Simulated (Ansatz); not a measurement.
The input, for Ansatz 0.2.0:

```yaml
crystal:
  periodic: [false, false, false]
  atoms:
    - {symbol: Al, position_ang: [0.000000, 0.000000, -1.850500]}
    - {symbol: Al, position_ang: [0.000000, 0.000000, 1.850500]}
    - {symbol: H, position_ang: [0.000000, 0.000000, -3.425043]}
    - {symbol: H, position_ang: [0.000000, 0.000000, 3.425043]}
basis:
  gaussian: {orbitals: 6-31G}
magnetization: {spin_polarized: false, initial_magnetization: 2}
correlation: {method: ccsdt_q_b, electrons: valence}
scf: {lower_state_search: light}
output: {forces: true}
```

```sh
$ ansatz run in.yaml --threads 1 --pin off --events-out ev --progress --plain --max-ram 2393MiB
```

Output:

```
589 factors; integrals over basis functions are off by at most 7.0e-8 eV
mean field evaluation 1: about -13191.2035 eV, gradient 5.5e0 eV
mean field evaluation 2: about -13191.2059 eV, gradient 5.5e0 eV
mean field evaluation 4: about -13191.7195 eV, gradient 3.3e-1 eV
mean field evaluation 8: about -13191.7206 eV, gradient 7.2e-6 eV
mean field evaluation 16: about -13191.7206 eV, gradient 6.2e-6 eV
mean field evaluation 32: about -13191.7206 eV, gradient 5.1e-3 eV
mean field evaluation 64: about -13190.8177 eV, gradient 4.1e-5 eV
mean field evaluation 96: about -13190.8176 eV, gradient 3.2e-2 eV
mean field evaluation 128: about -13189.8568 eV, gradient 1.5e-4 eV
mean field evaluation 160: about -13192.2994 eV, gradient 5.7e-2 eV
...
cycle   9  -2.87478021 eV  change   -1.2e-3 eV  update   2.4e-4
cycle  10  -2.87403461 eV  change    7.5e-4 eV  update   1.4e-4
cycle  11  -2.87400871 eV  change    2.6e-5 eV  update   5.2e-5
cycle  12  -2.87396511 eV  change    4.4e-5 eV  update   2.2e-5
cycle  13  -2.87397692 eV  change   -1.2e-5 eV  update   1.0e-5
cycle  14  -2.87397501 eV  change    1.9e-6 eV  update   4.9e-6
cycle  15  -2.87397472 eV  change    2.8e-7 eV  update   2.1e-6
cycle  16  -2.87397541 eV  change   -6.9e-7 eV  update   9.7e-7
cycle  17  -2.87397579 eV  change   -3.7e-7 eV  update   5.5e-7
cycle  18  -2.87397589 eV  change   -1.0e-7 eV  update   3.3e-7
perturbative correction -0.00622592 eV, -0.0002287984 hartree
WARN: these amplitudes may be one of several solutions (largest doubles amplitude 0.40, level shift 1.62 eV)
the calculation of the forces begins
Total energy: -13194.60080884 eV, -484.8926361032 hartree
Atom 0 at     0.000000     0.000000    -1.850500 Å, force    -0.000000     0.000000     1.692430 eV/Å
Atom 1 at     0.000000     0.000000     1.850500 Å, force     0.000000    -0.000000    -1.692430 eV/Å
Atom 2 at     0.000000     0.000000    -3.425043 Å, force     0.000000     0.000000    -1.325484 eV/Å
Atom 3 at     0.000000     0.000000     3.425043 Å, force     0.000000     0.000000     1.325484 eV/Å
Dipole moment:    -0.000000     0.000000     0.000000 e Å
```

Forces (eV/Å):
```
Al   0.000  0.000  1.692
Al   0.000  0.000 -1.692
H    0.000  0.000 -1.325
H    0.000  0.000  1.325
```

Ran on 1 thread of Arm Neoverse N1, shared host: 34 s wall, 0.21 GiB peak host memory.
